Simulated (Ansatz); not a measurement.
Take GaN in the wurtzite structure (space group P6_3mc, No. 186; a = 3.218 Å, c = 5.243 Å) as the base.

Method: PBE (Ansatz, a quantum-chemistry and plane-wave program; PAW; 420 eV plane waves; spin-orbit coupling left out).

Now apply this change: every Ga is replaced by Al; the structure is relaxed again.

Measured band gap: GaN 3.68 eV (static lattice; corrected from measurement; as listed in Wei Chen et al., Physical Review Materials (2018)); AlN 6.51 eV (static lattice; corrected from measurement; as listed in Martin Feneberg et al., Physical Review B (2010)).

Measured lattice parameter a: GaN 3.189 Å (room temperature; as listed in M J Lucero, T M Henderson, G E Scuseria, Journal of Physics Condensed Matter (2012)); AlN 3.1113 Å (0 K or low temperature; as listed in arXiv:1206.3780).

Question: How well does PBE reproduce the measured shift?

Answer: With PBE the band gap moves by +2.32 eV (1.71 → 4.03) against +2.83 eV measured; the lattice parameter a moves by -0.088 Å (3.218 → 3.130) against -0.078 Å measured.

Semilocal Kohn–Sham gaps tend to fall short of experiment. No phonon test of stability was made.
